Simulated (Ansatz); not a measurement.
Rock-salt NbC: PBE at its full settings (plane-wave cutoff 520 eV, 22×22×22 k mesh, Fermi–Dirac smearing 0.05 eV, no spin polarisation, scalar-relativistic PAW data made under PBE) and at cheaper ones, in a cell of 2 atoms with Γ-centred meshes.

```csv
level and setting,lattice parameter a (Å),bulk modulus B0 (GPa)
PBE (Ansatz),4.485,300
PBE (300 eV cutoff) (Ansatz),4.493,295
PBE (2×2×2 k mesh) (Ansatz),4.541,284
PBE (4×4×4 k mesh) (Ansatz),4.492,297
PBE (6×6×6 k mesh) (Ansatz),4.483,300
PBE (Fermi-Dirac smearing of 0.3 eV) (Ansatz),4.490,295
```

Largest shifts from the full settings: lattice constant a +1.25 % (PBE (2×2×2 k mesh)), against a difference of +0.34 % of the full result from the reference 4.47 Å (measured, temperature not stated, not corrected to a static lattice; as tabulated in Zhang et al. (2018), doi:10.1088/1367-2630/aac7f0); bulk modulus -5.3 % (PBE (2×2×2 k mesh)), against a difference of +6.8 % of the full result from the reference 281 ± 6 GPa (measured, room temperature, no zero-point or thermal correction; as tabulated in High-pressure structural stability of NbC, High Pressure Research 37, 244 …).

Ansatz's density-functional and Hartree–Fock values are scalar-relativistic unless marked +SOC, with PAW data made under PBE.

Run with cheap settings on purpose, which may leave them unconverged: PBE (2×2×2 k mesh), PBE (300 eV cutoff), PBE (4×4×4 k mesh), PBE (6×6×6 k mesh), PBE (Fermi-Dirac smearing of 0.3 eV).

Ansatz is an electronic-structure program.
